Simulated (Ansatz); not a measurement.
One starting cell of MgO (a generated cell, MgO placed in the AFLOW prototype AB_oP8_62_c_c (B16, as in GeS)) was relaxed twice with Ansatz (plane waves, PAW, scalar-relativistic): with r2SCAN at 500 eV and with PBE at 420 eV. The r2SCAN result:

```
CELL_PARAMETERS angstrom
      0.00000     2.10381     2.10381
      2.10381     0.00000     2.10381
      2.10381     2.10381     0.00000
ATOMIC_POSITIONS crystal
  O  0.00000 0.00000 0.00000
  Mg 0.50000 0.50000 0.50000
```

```json
[
 {"quantity": "space group", "r2SCAN": "Fm-3m", "PBE": "Fm-3m"},
 {"quantity": "volume (Å³/atom)", "r2SCAN": "9.31", "PBE": "[?]"},
 {"quantity": "a (Å)", "r2SCAN": "4.208", "PBE": "[?]"},
 {"quantity": "gap (eV, no spin-orbit coupling)", "r2SCAN": "5.68", "PBE": "[?]"},
 {"quantity": "highest phonon at the sampled q (cm⁻¹)", "r2SCAN": "580", "PBE": "[?]"},
 {"quantity": "softest mode (cm⁻¹)", "r2SCAN": "no imaginary mode", "PBE": "[?]"}
]
```

Q: What does PBE give for the same quantities?

A: 
- volume (Å³/atom), PBE: 9.63
- a (Å), PBE: 4.255
- gap (eV, no spin-orbit coupling), PBE: 4.46
- highest phonon at the sampled q (cm⁻¹), PBE: 548
- softest mode (cm⁻¹), PBE: no imaginary mode

Both levels end in the same structure; PBE's volume is 3.4 % larger; its gap is 1.22 eV smaller. Neither column is exact.

No spin polarisation in the result.

Measured for MgO: a 4.189 Å (static lattice; corrected from measurement; as listed in Daniel Mejia-Rodriguez, S. B. Trickey, Phys. Rev. B (2018)); gap 8.36 eV (static lattice; corrected from measurement; as listed in Wei Chen et al., Physical Review Materials (2018)). Computed minus measured — a: r2SCAN +0.4 %, PBE +1.6 %; gap: r2SCAN -2.68 eV, PBE -3.90 eV. The computed values are for a static lattice, and a measured gap can be an optical one, lowered by exciton binding.

The run could not lose the symmetry of its start.

Ansatz is a quantum-chemistry and plane-wave program.
